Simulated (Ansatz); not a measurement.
Born–Oppenheimer molecular dynamics of BH4OSi (7 atoms, charge 0, multiplicity 2). It starts from a relaxed structure.

Theory: UKS PBE-D4/def2-SVP (Ansatz).

```
ensemble                      : NVE (velocity Verlet)
time step                     : 0.5 fs
steps asked                   : 100
starting velocities drawn for : 400 K
masses                        : H 10 u
seed                          : 147253
```

First frame:

```xyz
7
Properties=species:S:1:pos:R:3
O -1.321 -1.221 1.147
B -0.489 -1.160 0.200
Si 0.320 0.775 -0.112
H -0.034 -1.975 -0.604
H 1.817 0.634 -0.149
H -0.107 1.719 0.972
H -0.186 1.229 -1.454
```

Q: How far do the bonds stretch over the last three quarters of this one trajectory? (Pairs bonded in most of those frames.)

A: 
```csv
bond,mean (Å),spread (Å),shortest,longest
O1–B2,1.261,0.015,1.24,1.29
B2–Si3,2.155,0.040,2.08,2.20
B2–H4,1.242,0.060,1.16,1.33
Si3–H5,1.507,0.036,1.46,1.56
Si3–H6,1.500,0.004,1.49,1.51
Si3–H7,1.517,0.043,1.45,1.57
```

Mean temperature of the second half: 205 K. The conserved energy stayed within 0.034 meV per atom of its start (net change 0.028 meV per atom), so the integration is sound. A run of 0.05 ps of so small a system gives no equilibrium averages.

Time of the run: 3.5 min on 1 thread of Arm Neoverse V1 (shared host), peak memory 0.12 GiB.
